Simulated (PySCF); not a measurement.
Reaction (SMILES): CCCl + 2 [H][H] (H2) → 2 C (CH4) + Cl (HCl)
B3LYP-D3(BJ)/def2-TZVP geometries, fixed; electronic energies without zero-point terms.
Largest species:
```
C
H 1 1.0874
H 1 1.0874 2 109.04
C 1 1.5122 2 112.08 3 -124.70
H 4 1.0899 1 111.03 2 -58.14
H 4 1.0899 5 108.44 1 122.25
H 4 1.0932 5 108.41 6 117.50
Cl 1 1.8106 2 105.94 3 113.62
```
Charge 0, spin multiplicity 1.

Effect of the grid level at M06-2X/aug-cc-pV(T+d)Z with PySCF, against the last row, where the energy of full hydrogenation is -34.93 kcal/mol. Cost is core time over that of grids.level: 0, rough, on shared machines of one kind.

| setting | grid points, largest species | largest shift of a total energy (mEh) | shift of the energy of full hydrogenation (kcal/mol) | cost |
|---|---|---|---|---|
| grids.level: 0 | 6896 | 60.572 | 3.160 | 1× |
| grids.level: 1 | 29040 | 0.507 | 0.858 | 2× |
| grids.level: 2 | 61024 | -0.059 | -0.042 | 3× |
| grids.level: 3 | 96160 | -0.034 | -0.061 | 4× |
| grids.level: 4 | 164448 | -0.005 | -0.006 | 6× |
| grids.level: 5 | 246704 | -0.002 | -0.002 | 8× |
| grids.level: 7 | 509192 | 0.000 | 0.000 | 20× |

Within 0.02 kcal/mol in the energy of full hydrogenation: grids.level: 4; grids.level: 5. The largest shift is 60.572 mEh in a total energy and 3.160 kcal/mol in the difference.
